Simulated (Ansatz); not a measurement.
A made-up structure of C2H2B, doublet:

```json
{"atom": "B1", "x (Å)": "-1.2730", "y (Å)": "0.5461", "z (Å)": "-0.0719"}
{"atom": "C2", "x (Å)": "0.0728", "y (Å)": "0.0140", "z (Å)": "-0.0775"}
{"atom": "C3", "x (Å)": "1.2221", "y (Å)": "-0.3860", "z (Å)": "-0.1804"}
{"atom": "H4", "x (Å)": "-2.2466", "y (Å)": "0.5628", "z (Å)": "0.5965"}
{"atom": "H5", "x (Å)": "-1.3789", "y (Å)": "1.5068", "z (Å)": "-0.6952"}
```

It is relaxed with PBE-D4/def2-SVP and then PBE0-D4/def2-TZVP (Ansatz 0.2.0). Atoms count as bonded within 1.22 times the sum of their covalent radii (H–H: 0.88 Å). The end point is not checked to be a true minimum.

(1) Does its bonding change? (Judge from chemistry; the calculation decides.)

Answers

(1) Computed: No: no bond forms or breaks.

Where it ends: The first stage lowers the energy by 0.58 eV in 10 steps. It ends as C₂H₂B ([BH2][C][C]):
B1  (-1.251, 0.732, -0.098)
C2  (0.086, 0.129, -0.169)
C3  (1.139, -0.582, -0.008)
H4  (-2.068, 0.310, 0.663)
H5  (-1.509, 1.655, -0.816)
(Å)

Labels in which every atom is bracketed show which atoms are joined, not bond orders.

For scale, one of the runs: PBE0-D4/def2-TZVP relaxation, 105 basis functions, launched by `ansatz run in.yaml --threads 2 --pin off --events-out ev --progress --plain --max-ram 4352MiB`. Hardware: 2 CPU threads of an Intel Xeon 6975P-C, shared host. Wall time about 10 s.
